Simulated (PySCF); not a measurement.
Ionising O2

PBE0; O def2-TZVPPD; no relativity (PySCF 2.14). Neutral (UKS): triplet (π ↑↑), Re = 1.193 Å, ωe = 1713 cm⁻¹, De = 5.39 eV, HOMO -8.89 eV, LUMO -2.79 eV.

O₂⁺ (UKS): doublet (π ↑), Re = 1.098 Å, ωe = 2129 cm⁻¹, De = 6.84 eV to O⁺ + O. The energies at the minima are -150.23657 hartree for O2 and -149.78130 for O₂⁺.

Problem. Work out the adiabatic ionisation energy, without and with harmonic zero-point energies (1 hartree = 27.2114 eV, 1 eV = 8065.5 cm⁻¹), and the change of the bond length.

Solution. At PBE0: 0.45527 hartree = 12.389 eV between the minima; the zero-point term (2129.0 − 1713.0)/2 cm⁻¹ = +0.026 eV makes it 12.414 eV. Re changes by -9.5 pm against the neutral. The electron leaves a π orbital, and the shorter bond of the ion fits an antibonding orbital, or a change in how ionic the bond is.

States were picked by a PBE0 search and need not be the measured ground states.
